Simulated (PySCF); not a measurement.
**Be: ionisation energy**

Be [He] 2s2 (1S) → Be⁺ [He] 2s1 (2S), as a difference of total energies. Calculation: PySCF 2.14, in aug-cc-pVTZ with one added diffuse shell each of s, p, d, f type (6s5p4d3f, 62 functions); the non-relativistic Hamiltonian (point nucleus). Correlated levels: valence: 1s2 frozen. The calculations carry no spin-orbit coupling.

```csv
method,ionisation energy (eV),error (eV)
UHF,8.044,-1.279
LDA,9.023,-0.300
PBE,8.995,-0.328
PBE0,8.970,-0.353
r2SCAN,8.789,-0.534
wB97X-V,9.016,-0.307
BHandHLYP,8.964,-0.359
MN15,8.942,-0.381
BP86,9.108,-0.215
MP2 (valence),8.816,-0.507
SCS-MP2 (valence),8.970,-0.353
```

Reference: 9.323 eV (measured; NIST Atomic Spectra Database, ionization energies).

Errors of the correlated levels include the incompleteness of this basis and the frozen core.

MP2 underrates the near-degeneracy of ns² with np² in the lower species.
